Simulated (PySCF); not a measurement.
Results of EOM-CCSD (GTH pseudopotentials, Gaussian basis, TZ basis; PySCF) for rock-salt MgS.

The same calculation (at the measured cell, 17.609 Å³/atom) with different numerical settings; throughout: k mesh 2×2×2:

| run | orbitals correlated | gap over the k-points evaluated (eV) | rough time |
|---|---|---|---|
| 1 | 14 | 3.758 | 10 core-min |
| 2 | 27 | 3.774 | 60 core-min |
| 3 | 40 | 3.788 | 5 core-h |

In the column gap over the k-points evaluated (eV) the first row differs from the last by -0.030 and the next to last by -0.014.

The last row is no converged limit: other settings stay fixed.
